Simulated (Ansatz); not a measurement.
**[GeH3···H···H], doublet: the ladder up to UCCSDT(Q)**

Geometry: a point of a hydrogen-transfer path between rigid fragments, not a stationary point.

```yaml
atoms:
  - { symbol: Ge, position_ang: [-0.0367, 0.0000, 0.0000] }
  - { symbol: H, position_ang: [-0.5482, 1.4466, 0.0000] }
  - { symbol: H, position_ang: [-0.5482, -0.7233, 1.2528] }
  - { symbol: H, position_ang: [-0.5482, -0.7233, -1.2528] }
  - { symbol: H, position_ang: [1.3903, 0.0000, 0.0000] }
  - { symbol: H, position_ang: [2.9013, 0.0000, 0.0000] }
```

Basis cc-pVDZ; Ansatz 0.2.0. Correlated methods freeze the noble-gas cores and the filled d shells of p-block atoms, which leaves 9 electrons in 38 orbitals. Prefix R: restricted or restricted open-shell reference; prefix U: unrestricted. Active spaces: valence = (9e, 9o) chosen from the atoms' valence shells; pair = (3e, 3o) about the gap. No spin–orbit coupling is included, and no scalar relativity.

Full CI isn't at hand for all of this; UCCSDT(Q) serves as the reference, and is uncertain by about the last step of the cluster series. The frozen core follows each run's orbitals, which can shift R against U totals by a few meV for light atoms and by up to 0.1 eV past Ca.

- UHF ⟨S²⟩: 0.753
- T1 diagnostic (RCCSD): 0.0146
- largest doubles amplitude (RCCSD): 0.035
- T1 diagnostic (UCCSD): 0.0106

```csv
level,E − E(UCCSDT(Q)) (kJ/mol),share of correlation (%),wall time
UHF,391.5,0.65,–
UMP2,88.4,77.57,–
UCCSD,8.2,97.91,–
UCCSD(T),1.7,99.57,1.3 s
UCCSDT,0.2,99.96,–
```

The correlation energy at UCCSDT(Q), counted from RHF, is -4.084 eV. That run took 16 s on 1 thread of Arm Neoverse V1, shared host.

Run but not shown, since their state or frozen core can't be matched to the reference's or they repeat it: RHF, RMP2, CISD, RCCSD, RCCSD(T), BCCD(T), RCCSDT, RCCSDT(Q), CASSCF (pair space), NEVPT2 (pair space), MRCISD (pair space), MRCISD+Q (pair space), CASSCF (valence space), NEVPT2 (valence space), MRCISD (valence space), MRCISD+Q (valence space), MRCISD+Q(relaxed) (valence space).

Times hold each run's SCF and search for its determinant on a shared host, so for small cases they say little of a method's own cost; they ran on 1 thread of Arm Neoverse V1.

Natural occupations of CASSCF (valence space) about the gap: 1.987 1.977 1.974 1.974 1.000 0.030 0.020 0.020 0.017; effectively unpaired electrons, Σ n²(2−n)², 1.02.
